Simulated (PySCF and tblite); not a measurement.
Results of a calculation; reference values are marked as such.
C4H10, numbered as in [CH3:1][CH2:2][CH2:3][CH3:4].

Geometries GFN2-xTB; weights from PBE0-D3(BJ)/def2-TZVP energies and GFN2-xTB thermal corrections, with symmetry numbers and mirror pairs. Conformers within 3 kcal/mol (GFN2-xTB free energy) were kept, 10 at most. GIAO shieldings: WP04/pcSseg-1. Shifts are against TMS (¹H), TMS (¹³C) at the same level. Codes: tblite and PySCF.

Problem. Predict the averaged NMR shifts at 298.15 K.

Solution. ¹H: 1.26 (H2/H3, 4H), 0.98 (H1/H4, 6H) ppm. ¹³C: 30.7 (C2/C3), 17.7 (C1/C4) ppm.

Problem. How do the conformers differ?

Solution. Torsions listed: C1–C2–C3–C4. Of a mirror pair one member is shown.
| conformer | shape | weight % |
| --- | --- | --- |
| 1 | 180° | 60.3 |
| 2 | 68° | 39.7 |

| signal | 1 | 2 | average |
| --- | --- | --- | --- |
| H1/H4 | 1.00 | 0.96 | 0.98 |
| H2/H3 | 1.20 | 1.33 | 1.26 |
| C1/C4 | 18.7 | 16.2 | 17.7 |
| C2/C3 | 31.5 | 29.5 | 30.7 |

Problem. Which signal moves most, for its nucleus, between 180 and 400 K through the change of populations alone?

Solution. C1/C4: 18.1 ppm at 180 K, 17.9 ppm at 230 K, 17.7 ppm at 298.15 K, 17.6 ppm at 330 K, 17.5 ppm at 400 K.

Shifts are unscaled: against experiment ¹³C can be off by 15 ppm or more and ¹H by 0.8 ppm.
